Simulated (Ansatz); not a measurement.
Energy needed to pull apart SiN₂H₄ (SMILES N=[SiH]N), closed shell, into free ground-state atoms, from the structure below (displaced at random from a GFN2-xTB minimum); no zero-point or spin–orbit terms; open-shell atoms are treated unrestricted, in their ground-state multiplicity.

N1  (-1.137, -0.872, -0.984)
Si2  (-0.370, 0.431, -0.271)
N3  (1.015, -0.037, 0.778)
H4  (-1.865, -0.665, -1.674)
H5  (-0.335, 1.828, -0.135)
H6  (1.521, 0.522, 1.367)
H7  (1.179, -0.968, 0.965)
(Å)

Computed with Ansatz 0.2.0 (basis: def2-TZVPP); correlated methods freeze the cores. B3LYP uses VWN-RPA correlation.

```csv
method,atomization energy (kcal/mol)
PBE-D4,?
r2SCAN-D4,539.2
B97M-V,543.5
PBE0-D4,537.1
B3LYP-D4,547.4
wB97M-V,?
HF,339.6
MP2,530.6
CCSD,510.0
CCSD(T),521.8
```

Q: What does PBE-D4 give? (An estimate is asked for; the value comes from the calculation.)

A: The calculation gives: 556.5 kcal/mol, which is about 34.7 kcal/mol more than CCSD(T)/def2-TZVPP.

Q: What does wB97M-V give? (An estimate is asked for; the value comes from the calculation.)

A: By the calculation: 545.6 kcal/mol, which is about 23.7 kcal/mol more than CCSD(T)/def2-TZVPP.

In triple zeta the MP2 and coupled-cluster atomization energies are still short of their basis limit by a few kcal/mol a bond, whereas those of the functionals are nearly converged, so these differences are not deviations from converged CCSD(T).

No T1 diagnostic of these runs exceeds 0.019.

For scale, one of the runs: CCSD(T)/def2-TZVPP forces, 160 basis functions (an equivalent command: `ansatz run in.yaml --threads 4`). Time: 47 s of wall clock on 4 CPU threads; the host was shared. Peak host memory: 2.2 GiB.
